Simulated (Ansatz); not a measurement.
**BH2F (SMILES BF): RPA@PBE0/cc-pVTZ**

What is the energy change on altering one bond length of BH2F at RPA@PBE0/cc-pVTZ? 

The results are computed with Ansatz 0.2.0.

48 further runs of the same task are left out: 48 set aside as unsound or not needed.

### Step 1. Starting point

The species is BH2F (4 atoms), meant as a singlet with charge 0. SMILES: `BF`. The coordinates come from a PBE0-D4/def2-TZVP relaxation.

Bond lengths: B1–F2 1.317 Å, B1–H3 1.197 Å, B1–H4 1.198 Å. Angles: F2–B1–H3 117.8°, F2–B1–H4 117.8°, H3–B1–H4 124.4°.

### Step 2. The energy at RPA@PBE0/cc-pVTZ

The input, run.yaml:

```yaml
crystal:
  periodic: [false, false, false]
  atoms:
    - {symbol: B, position_ang: [-0.027300, -0.004000, -0.030800]}
    - {symbol: F, position_ang: [1.061200, -0.296700, 0.649900]}
    - {symbol: H, position_ang: [-1.012500, -0.649100, 0.186200]}
    - {symbol: H, position_ang: [0.034200, 0.889600, -0.825600]}
basis:
  gaussian:
    orbitals: cc-pVTZ
hamiltonian:
  xc: {name: PBE0}
correlation:
  method: rpa
  frozen_orbitals: {B: 1, F: 1, H: 0}
accuracy: high
```

Command:

```bash
ansatz run run.yaml --threads 1 --pin off --max-ram 3480MiB --events-out events.jsonl --progress --plain --runs-dir runs
```

Output:

```text
Warning: RAYON_NUM_THREADS=1 ignored (pool sized by the plan → 1); use --threads N
Functional definition: PBE0
  name "PBE0"
  parameter a = 0.25
  parameter kappa = 0.804
  parameter beta = 0.06672455060314922
  exchange = (1 - a)*pbe_x(kappa = kappa, mu = beta*pi^2/3) + a*exact_x
  correlation = pbe_c(beta = beta)
1444 factors; integrals over basis functions are off by at most 3.0e-9 eV
mean field evaluation 1: about -3423.2479 eV, gradient 2.4e1 eV
mean field evaluation 2: about -3423.2450 eV, gradient 2.4e1 eV
mean field evaluation 4: about -3424.1096 eV, gradient 3.7e0 eV
mean field evaluation 8: about -3424.1351 eV, gradient 1.0e-2 eV
mean field evaluation 16: about -3424.1351 eV, gradient 3.6e-8 eV
mean field -3424.13510690 eV, -125.8346442164 hartree, gradient 3.5e-8 eV, S^2 0.000000; 0 other end points of the search recorded, 0 dependent functions left out
2 core orbitals not correlated: weight in the atoms' cores, before any rotation towards them, 1.000 or more for the frozen orbitals, at most 0.000 for the correlated occupied ones
reference -3411.27768267 eV, -125.3621425910 hartree; 6, 6 occupied and 80, 80 virtual orbitals, 1444 factors
Total energy: -3425.84182156 eV, -125.8973648232 hartree
```

It took 4.5 s on 1 thread of Arm Neoverse V1, shared host; peak memory 0.21 GiB.

### Step 3. The distorted shape at the same level

The input, input.yaml:

```yaml
crystal:
  periodic: [false, false, false]
  atoms:
    - {symbol: B, position_ang: [0.120516, 0.092789, -0.063358]}
    - {symbol: F, position_ang: [1.209016, -0.199911, 0.617342]}
    - {symbol: H, position_ang: [-1.012500, -0.649100, 0.186200]}
    - {symbol: H, position_ang: [0.182016, 0.986389, -0.858158]}
basis:
  gaussian:
    orbitals: cc-pVTZ
correlation:
  method: rpa
  frozen_orbitals: {B: 1, F: 1, H: 0}
accuracy: high
hamiltonian:
  xc: pbe0
```

Command:

```bash
ansatz run input.yaml --threads 1 --pin off --max-ram 3480MiB --events-out events.jsonl --progress --plain --runs-dir runs
```

Output, cut to the lines that bear on the results:

```text
Warning: RAYON_NUM_THREADS=1 ignored (pool sized by the plan → 1); use --threads N
[... 2 set-up lines as earlier in the session ...]
[...]
1435 factors; integrals over basis functions are off by at most 2.8e-9 eV
[...]
mean field -3423.84603398 eV, -125.8240209826 hartree, gradient 1.8e-8 eV, S^2 0.000000; 0 other end points of the search recorded, 0 dependent functions left out
2 core orbitals not correlated: weight in the atoms' cores, before any rotation towards them, 1.000 or more for the frozen orbitals, at most 0.000 for the correlated occupied ones
reference -3410.93117560 eV, -125.3494086912 hartree; 6, 6 occupied and 80, 80 virtual orbitals, 1435 factors
Total energy: -3425.53392684 eV, -125.8860499009 hartree
```

It took 4.5 s on 1 thread of Arm Neoverse V1, shared host; peak memory 0.22 GiB.

### Step 4. Outcome

At RPA@PBE0/cc-pVTZ, 2 core orbitals frozen:

| quantity | value |
| --- | --- |
| first shape: total energy | -125.89736 Eh |
| first shape: RPA correlation energy (valence) | -535.2 mEh |
| distorted shape: total energy | -125.88605 Eh |
| distorted shape: RPA correlation energy (valence) | -536.6 mEh |
| energy change with the B1–H3 bond stretched from 1.197 to 1.377 Å | 0.308 eV |

**Reading.** With the B1–H3 bond stretched from 1.197 to 1.377 Å the energy rises by 0.31 eV (7.1 kcal/mol). The first shape isn't relaxed at this level, so the change isn't measured from a minimum.
